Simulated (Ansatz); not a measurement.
## [H···H···BH$_{2}$], doublet: transfer scan

All five atoms lie in one plane.

Starting geometry:

```xyz
5

H    -2.2119    0.0000    0.0000
H    -1.4669    0.0000    0.0000
B     0.2091    0.0000    0.0000
H     0.7182    0.0000    1.0770
H     0.7182    0.0000   -1.0770
```

From there H2 is moved from one fragment to the other while all else, the fragments' distance too, stays fixed; atoms are numbered as listed. Energies are in eV, counted from the starting geometry at the same level.

Basis 6-31G; Ansatz 0.2.0. Correlated methods freeze the noble-gas cores. R marks a restricted (for open shells ROHF) determinant, U an unrestricted one.

Full CI is exact within this basis and frozen core; it isn't the basis-set limit. The frozen core follows each run's orbitals, which can shift R against U totals by a few meV.

```
distance H1-H2 (Å)     UHF
             0.693   0.051
             0.745   0.000
             0.817   0.019
             0.890   0.053
             0.962   0.041
             1.034  -0.034
             1.106  -0.148
             1.179  -0.259
             1.251  -0.306
```

Task: Estimate the full CI curve in 6-31G from this one, knowing how UHF errs.

Result: The computed full CI values, in eV from the starting point, and the error of UHF against them:
```tsv
distance H1-H2 (Å)	full CI	UHF less full CI
0.693	0.079	-0.027
0.745	0.000	0.000
0.817	-0.010	0.028
0.890	0.014	0.039
0.962	0.014	0.026
1.034	-0.028	-0.006
1.106	-0.097	-0.051
1.179	-0.158	-0.101
1.251	-0.157	-0.150
```

The error spans 0.188 eV and is largest, -0.150 eV, at 1.251 Å.
